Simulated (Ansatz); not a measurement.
Candidates: bcc W, bcc K, bcc Na, fcc Rh, fcc Ni, fcc Au. Level: r²SCAN+rVV10 (Ansatz, a quantum-chemistry and plane-wave program, plane waves, PAW).

Ansatz's runs of these crystals have no spin polarisation, but for fcc Ni. Meta-GGAs and exact exchange favour moments, which can bear on fcc Rh, fcc Ni.

Density-functional runs with spin start from parallel moments for fcc Ni.

Spin–orbit coupling is left out, also for the solids with elements from indium on (bcc W, fcc Au); its size isn't shown.

Ansatz's density-functional and Hartree–Fock values are scalar-relativistic unless marked +SOC, with PAW data made under PBE.

### Question
Which of them have a computed lattice constant a between 3.3 and 3.9 Å?

### Answer
fcc Rh, fcc Ni. The values: bcc W 3.161 Å; bcc K 5.310 Å; bcc Na 4.208 Å; fcc Rh 3.788 Å; fcc Ni 3.467 Å; fcc Au 4.100 Å.
